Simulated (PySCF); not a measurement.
Which is lower?

The two ends of one reaction step of BH$_{5}$S, singlet (PBE0-D4/def2-TZVP).

A:

B1  (-0.578, 0.303, 0.625)
H2  (-0.058, -1.656, -1.850)
H3  (-0.376, -0.703, 1.229)
H4  (-1.578, 0.493, 0.006)
H5  (0.446, -1.123, -1.985)
S6  (0.600, 1.617, 0.606)
H7  (1.552, 1.065, 1.378)
(Å)

B:

```json
{"atom": "B1", "x (Å)": "-0.7059", "y (Å)": "-0.4899", "z (Å)": "0.0433"}
{"atom": "H2", "x (Å)": "-0.1549", "y (Å)": "-1.3703", "z (Å)": "-0.5627"}
{"atom": "H3", "x (Å)": "-0.9436", "y (Å)": "-0.7114", "z (Å)": "1.2061"}
{"atom": "H4", "x (Å)": "-1.6013", "y (Å)": "0.0773", "z (Å)": "-0.5349"}
{"atom": "H5", "x (Å)": "1.0857", "y (Å)": "1.1361", "z (Å)": "-1.0208"}
{"atom": "S6", "x (Å)": "0.5946", "y (Å)": "0.9865", "z (Å)": "0.2236"}
{"atom": "H7", "x (Å)": "1.7136", "y (Å)": "0.3735", "z (Å)": "0.6528"}
```

Computed with PySCF 2.14 with density fitting (its default auxiliary sets; JK sets also for MP2 and CCSD(T)) (basis: def2-TZVPP); correlated methods freeze the cores. B3LYP uses VWN-RPA correlation.

Question: Which structure is lower at CCSD(T), and by how much? (An estimate is asked for; the value comes from the calculation.)

Answer: Computed: A, by 6.02 kcal/mol (electronic energy, against the other). By their contacts, A is a complex of BH₃S ([BH2][SH]) + H₂ and B is BH₅S ([BH3][SH2]).

Question: Do the other methods give the same order? (A judgement: the text doesn't fix the answer.)

Answer: Computed: Not all: SPW92 gives the other order.

| method | E(B) − E(A) (kcal/mol) |
| --- | --- |
| SPW92 | -4.76 |
| PBE-D4 | 2.44 |
| r2SCAN-D4 | 3.84 |
| PBE0-D4 | 2.24 |
| B3LYP-D4 | 5.89 |
| BHLYP-D4 | 5.94 |
| wB97M-V | 4.83 |
| HF | 11.73 |
| MP2 | 6.04 |
| CCSD | 6.23 |
| CCSD(T) | 6.02 |

No T1 diagnostic of these runs exceeds 0.014.

Labels in which every atom is bracketed show which atoms are joined, not bond orders.

For scale, one of the runs: CCSD(T)/def2-TZVPP, 143 basis functions, launched by `OMP_NUM_THREADS=4 python run.py`. Time: 33 s of wall clock on 4 CPU threads of an AMD EPYC 7B13; the host was shared. Peak host memory: 0.7 GiB.
